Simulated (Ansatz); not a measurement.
Zinc-blende GaSb: width of the whole s-p valence band by level of theory

No measured value is used here.

| level (code) | value (eV) |
|---|---|
| LDA (Ansatz) | 11.61 |
| BLYP (Ansatz) | 11.58 |
| PBE (Ansatz) | 11.55 |
| PBEsol (Ansatz) | 11.58 |
| RPBE (Ansatz) | 11.52 |
| r²SCAN (Ansatz) | ___ |
| B3LYP (VWN-RPA form) (Ansatz) | ___ |
| HSE06 (Ansatz) | ___ |
| PBE0 (Ansatz) | 12.85 |
| r²SCAN0 (Ansatz) | 13.16 |

Problem. Some entries are withheld; supply them.

Solution. 
- r²SCAN (Ansatz, a first-principles code), value (eV): 12.00
- B3LYP (VWN-RPA form) (Ansatz), value (eV): 12.62
- HSE06 (Ansatz), value (eV): 12.70

Widths are read from band energies on the run's k points.  Values are at the measured cell. Cutoffs and k meshes differ between the levels. Ansatz's density-functional and Hartree–Fock values are scalar-relativistic unless marked +SOC, with PAW data made under PBE.
